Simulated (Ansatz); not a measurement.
Candidates: zinc-blende BP, zinc-blende ZnSe, zinc-blende ZnS, zinc-blende AlN (metastable phase), wurtzite BN (high-pressure phase), zinc-blende GaAs. Level: r²SCAN (PAW; Ansatz, an electronic-structure program).

Ansatz's runs of these crystals have no spin polarisation.

Free atoms are spin-polarised, in the lowest state found; at levels without +SOC their spin–orbit coupling is left out. Each level is taken at its own relaxed cell. Ansatz's density-functional and Hartree–Fock values are scalar-relativistic unless marked +SOC, with PAW data made under PBE.

Problem. Which of them have a computed cohesive energy between 4.3 and 6.3 eV/atom?

Solution. zinc-blende BP, zinc-blende AlN (metastable phase). The values: zinc-blende BP 5.27 eV/atom; zinc-blende ZnSe 2.85 eV/atom; zinc-blende ZnS 3.20 eV/atom; zinc-blende AlN (metastable phase) 5.80 eV/atom; wurtzite BN (high-pressure phase) 6.79 eV/atom; zinc-blende GaAs 3.31 eV/atom.
